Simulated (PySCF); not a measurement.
Run record: excited-state job, `[F][Cu]`.

Computed with TDDFT CAM-B3LYP/def2-SVPD, vertical, gas phase, core orbitals frozen in the response (PySCF 2.14.0, density-fitted response routines). Geometry: GFN2-xTB. A driver script takes a list of jobs; this job's settings line and coordinates (Å) are shown.

Input:
```
{"job": {"kind": "uv", "xc": "CAM-B3LYP", "basis": "def2-SVPD", "nstates": 8, "ntriplets": 3}, "charge": 0, "multiplicity": 1}
F      0.858656    -0.003059    -0.002641
Cu    -0.855899     0.004327    -0.011508
```

Output:
```
coarse grid: 12744 points
cycle   1  E = -1739.8937047278  dE = -2.514e-01  |g| = 1.278e+00  |ddm| = 1.278e+00
cycle   2  E = -1739.2413971557  dE =  6.523e-01  |g| = 2.314e+00  |ddm| = 1.940e+00
cycle   3  E = -1740.1114044053  dE = -8.700e-01  |g| = 3.582e-01  |ddm| = 1.368e+00
cycle   4  E = -1740.1299274559  dE = -1.852e-02  |g| = 1.314e-01  |ddm| = 2.804e-01
cycle   5  E = -1740.1324752074  dE = -2.548e-03  |g| = 7.542e-03  |ddm| = 7.693e-02
cycle   6  E = -1740.1325198832  dE = -4.468e-05  |g| = 1.878e-03  |ddm| = 1.935e-02
cycle   7  E = -1740.1325238028  dE = -3.920e-06  |g| = 6.543e-04  |ddm| = 6.463e-03
final grid: 24648 points
cycle   8  E = -1740.1323809871  dE = -1.971e-07  |g| = 7.751e-04  |ddm| = 1.476e-03
cycle   9  E = -1740.1323808752  dE =  1.119e-07  |g| = 1.513e-03  |ddm| = 1.789e-03
cycle  10  E = -1740.1323811877  dE = -3.124e-07  |g| = 1.896e-04  |ddm| = 7.085e-04
cycle  11  E = -1740.1323812097  dE = -2.208e-08  |g| = 1.911e-04  |ddm| = 4.075e-04
cycle  12  E = -1740.1323812313  dE = -2.161e-08  |g| = 1.567e-05  |ddm| = 7.583e-04
cycle  13  E = -1740.1323812315  dE = -1.673e-10  |g| = 5.996e-06  |ddm| = 4.782e-05
converged SCF energy = -1740.1323812315

Static polarisability (au): isotropic 20.242, principal 19.888 19.888 20.950

Singlet excitations
state   eV       nm        f      main configurations
  1   2.2977    539.6   0.00586   H-1->L 0.47, H-2->L 0.43
  2   2.2977    539.6   0.00586   H-2->L 0.47, H-1->L 0.43
  3   2.3650    524.2   0.00615   H->L 0.95
  4   2.5705    482.3   0.00000   H-3->L 0.96
  5   2.5705    482.3   0.00000   H-4->L 0.96
  6   5.5861    222.0   0.00392   H-5->L 0.90
  7   5.5861    222.0   0.00392   H-6->L 0.90
  8   5.9522    208.3   0.09655   H->L+2 0.77, H->L+1 0.14

Triplet excitations (Tamm-Dancoff, eV): 1.4567 1.8413 1.8413
```

The SCF starts on a coarse grid where the log names one; the energy can jump when the final grid takes over, and dE then counts from the start density on the new grid. H and L stand for HOMO and LUMO; the number after each pair is its weight.

Task: Give the mean polarisability as a volume in Å³, and the ratio of the largest to the smallest principal value.

Result: 20.242 au × 0.148185 = 3.00 Å³; 20.950/19.888 = 1.05.

Task: Which computed singlet has the largest oscillator strength, and what do all of them sum to?

Result: State 8 at 5.95 eV (208 nm), f = 0.097; the 8 states sum to 0.122.

Summary of the converged run: HOMO -8.73 eV, LUMO -2.05 eV; lowest singlet 2.30 eV; lowest triplet 1.46 eV (Tamm–Dancoff); mean polarisability 20.2 au.

Time: 2.7 s of wall time. Hardware: Arm Neoverse V2, one thread, shared host.
Labels such as C1 count atoms from 1, the log's own numbers from 0.
